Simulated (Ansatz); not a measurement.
# AlCl (quintet): the correlation ladder, aug-cc-pVDZ

An exercise on one series of results from a longer session: the logs are not shown, and one member is left open.

Computed with Ansatz 0.2.0, Gaussian basis. Level: aug-cc-pVDZ, core rule «outside noble gas», up to 10 orbitals frozen.

To be run: UHF; CCSD(T) on ROHF; CCSD(T) on UHF; BCCD(T) on ROHF; CISD; CCSDT(Q) on ROHF; CCSDT(Q) on UHF.

22 further runs of the same task are left out: 9 for a known fault of the program, 3 that didn't finish, 10 set aside as unsound or not needed.

### The system

The geometry is a PBE0/def2-TZVPD stationary point (not a proven minimum) of the parent state, kept for this charge and spin.

2 atoms, charge 0, spin multiplicity 5.

Atoms are counted from 1 here; the program's logs count them from 0.

Bond lengths: Al1–Cl2 2.216 Å.

The first run:

in.yaml reads:

```yaml
crystal:
  periodic: [false, false, false]
  atoms:
    - {symbol: Al, position_ang: [0.000000, 0.000000, 0.000000]}
    - {symbol: Cl, position_ang: [0.000000, 0.000000, 2.215900]}
basis:
  gaussian: {orbitals: aug-cc-pVDZ}
magnetization: {spin_polarized: true, initial_magnetization: 4}
hamiltonian: {xc: hf}
output: {orbitals: {seedname: orbitals}}
```

Run with:

```sh
ansatz run in.yaml --threads 1 --pin off --events-out ev --progress --plain --max-ram 2393MiB
```

Steps of the session up to this table: UHF; CCSD(T) on ROHF; CCSD(T) on UHF; BCCD(T) on ROHF; CISD; CCSDT(Q) on ROHF; CCSDT(Q) on UHF.

One table of the session follows, with a row left open; its other results are not shown here.

```
   method  from UCCSDT(Q) (kJ/mol)
     ROHF                   +441.8
      UHF                   +429.8
     RMP2                    +69.9
     UMP2                    +72.0
     CISD                    +32.3
    RCCSD                    +11.5
    UCCSD                    +11.1
 RCCSD(T)                     +2.3
 UCCSD(T)                     +2.3
  BCCD(T)                     +2.3
   RCCSDT                     +0.7
   UCCSDT                        ?
RCCSDT(Q)                     +0.1
UCCSDT(Q)                        0
```

Q: Estimate the row for UCCSDT from the others.

As computed: from UCCSDT(Q) (kJ/mol): +0.6. In the column «from UCCSDT(Q) (kJ/mol)» it lies between RCCSDT(Q) (+0.1) and RCCSDT (+0.7).

Limits of these values: Restricted and unrestricted rows rest on different reference determinants; where their highest levels disagree by more than a few hundredths of an eV, they describe different states and don't form one ladder.
